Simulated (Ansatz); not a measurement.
A made-up structure of AlH₄SO (charge +1), singlet:

| atom | x (Å) | y (Å) | z (Å) |
| --- | --- | --- | --- |
| O1 | -1.2401 | -0.0321 | -0.8362 |
| S2 | -0.7423 | 0.3109 | 0.8737 |
| Al3 | 1.4959 | -0.0351 | 0.6993 |
| H4 | -1.8561 | -0.7859 | -0.8818 |
| H5 | -1.6493 | 0.7496 | -1.2499 |
| H6 | -1.1814 | 1.0385 | 1.9356 |
| H7 | 1.9429 | -0.4430 | -0.7433 |

It is relaxed with PBE-D4/def2-SVP and then PBE0-D4/def2-TZVP (Ansatz 0.2.0). Atoms count as bonded within 1.22 times the sum of their covalent radii (H–H: 0.88 Å). The end point is not checked to be a true minimum.

Question: Does its bonding change? (Judge from chemistry; the calculation decides.)

Answer: Computed: Yes. Formed: O1–Al3; broken: O1–S2.

Where it ends: The first stage lowers the energy by 4.90 eV in 23 steps. It ends as AlH₄SO ([OH2][AlH][SH]), total charge +1:
```json
{"atom": "O1", "x (Å)": "-1.1224", "y (Å)": "-0.1832", "z (Å)": "-1.1957"}
{"atom": "S2", "x (Å)": "-0.9639", "y (Å)": "0.5077", "z (Å)": "1.9376"}
{"atom": "Al3", "x (Å)": "0.1378", "y (Å)": "0.1930", "z (Å)": "0.1449"}
{"atom": "H4", "x (Å)": "-2.0835", "y (Å)": "-0.2230", "z (Å)": "-1.0796"}
{"atom": "H5", "x (Å)": "-0.8955", "y (Å)": "-0.3686", "z (Å)": "-2.1191"}
{"atom": "H6", "x (Å)": "0.1628", "y (Å)": "0.7372", "z (Å)": "2.6435"}
{"atom": "H7", "x (Å)": "1.5342", "y (Å)": "0.1399", "z (Å)": "-0.5341"}
```

Labels in which every atom is bracketed show which atoms are joined, not bond orders.

For scale, one of the runs: PBE0-D4/def2-TZVP relaxation, 129 basis functions, launched by `ansatz run in.yaml --threads 2 --pin off --events-out ev --progress --plain --max-ram 4352MiB`. Hardware: 2 CPU threads of an Arm Neoverse V1, shared host. Wall time about 17 s.
